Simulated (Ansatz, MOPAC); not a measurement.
Barrier height from F− + CH3F (SMILES CF) to the transition structure CH3F2, without zero-point energy, on the benchmark's geometries as Psi4's copy of the set gives them.
Transition structure (charge -1, multiplicity 1, Z-matrix in Å and degrees):
```
C
H 1 1.0696
H 1 1.0696 2 120.00
H 1 1.0696 2 120.04 3 179.99
F 1 1.8234 2 89.98 3 -89.99
F 1 1.8241 2 89.99 3 89.99
```

Open shells are unrestricted; no spin–orbit coupling.

Correlated levels freeze the cores. The state that PM7 reach isn't checked; PM7 holds dispersion and hydrogen-bond terms.

Codes used: Ansatz (Gaussian orbitals); MOPAC for PM7 (differences of heats of formation). 

Q: One of these levels gives 24.51 kcal/mol for the barrier height. Name it.
A) wB97M-V/def2-TZVPPD
B) revPBE/def2-TZVPPD
C) MP2/aug-cc-pVTZ
D) PM7

A: D, PM7. The others give -2.96 (revPBE/def2-TZVPPD), -1.20 (wB97M-V/def2-TZVPPD), 0.15 (MP2/aug-cc-pVTZ)

Ansatz is a first-principles code.
